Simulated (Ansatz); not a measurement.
## BSiH₂ (H-bridged), doublet in 6-31G: errors against full CI

Geometry: a point of a stretch scan, not a stationary point.

```csv
atom,x (Å),y (Å),z (Å)
Si,0.0000,-0.0057,0.5894
B,0.0000,-0.0783,-1.2533
H,0.0000,1.1501,-0.7656
H,0.0000,-0.1508,-2.2146
```

Basis 6-31G; Ansatz 0.2.0. Correlated methods freeze the noble-gas cores, which leaves 9 electrons in 20 orbitals. R marks a restricted (for open shells ROHF) determinant, U an unrestricted one. Active spaces: valence = (9e, 10o) chosen from the atoms' valence shells; pair = (3e, 3o) about the gap.

Full CI is exact within this basis and frozen core; it isn't the basis-set limit. The frozen core follows each run's orbitals, which can shift R against U totals by a few meV.

For open shells CISD is restricted-active-space CI with the open shells as a complete middle space.

```
UHF ⟨S²⟩                          : 0.755
T1 diagnostic (RCCSD)             : 0.0249
largest doubles amplitude (RCCSD) : 0.066
T1 diagnostic (UCCSD)             : 0.0245
```

```
   level  E − E(RHF) (eV)
     UHF          -0.0275
    RMP2          -2.4869
    UMP2          -2.4877
   RCCSD          -3.1311
   UCCSD          -3.1313
RCCSD(T)          -3.2297
UCCSD(T)          -3.2296
```

(1) Estimate how far full CI in 6-31G lies from RCCSD(T). The table doesn't fix it; the size of (T) and the diagnostics are the guide.

(1) Full CI in 6-31G lies 0.72 kcal/mol below RCCSD(T), which is 32 % of the (T) step (-2.27 kcal/mol). The diagnostics give no warning, yet the rest is a sizeable part of (T).

The other levels:

```tsv
level	E − E(full CI) (kcal/mol)	share of correlation (%)	wall time
CISD	6.87	90.87	0.39 s
BCCD(T)	0.73	99.03	0.7 s
RCCSDT	0.15	99.80	–
UCCSDT	0.15	99.80	–
RCCSDT(Q)	0.03	99.95	2.5 s
UCCSDT(Q)	0.03	99.96	2.4 s
RCCSDTQ	0.01	99.98	12 s (H100)
UCCSDTQ	0.01	99.99	18 s (H100)
CASSCF (pair space)	66.24	11.91	–
MRCISD (pair space)	5.71	92.41	–
MRCISD+Q (pair space)	0.70	99.06	0.64 s
CASSCF (valence space)	22.03	70.70	–
NEVPT2 (valence space)	6.38	91.51	4.2 s
MRCISD (valence space)	0.75	99.00	–
MRCISD+Q (valence space)	0.25	99.67	17 s (H100)
MRCISD+Q(relaxed) (valence space)	-0.04	100.06	4.4 s (H100)
```

The correlation energy at full CI, counted from RHF, is -3.261 eV. That run took 14 s on 2 threads of AMD EPYC 7R13 with a shared H100 80 GB, shared host over 37,560,336 determinants.

Times hold each run's SCF and search for its determinant on a shared host, so for small cases they say little of a method's own cost; rows without a card ran on 1 thread of AMD EPYC 7R13.

The full-CI state has the irrep A'' of Cs, in the program's axes.

Natural occupations of full CI about the gap: 1.976 1.972 1.937 1.936 0.980 0.056 0.040 0.030 0.027 0.011; effectively unpaired electrons, Σ n²(2−n)², 1.06.
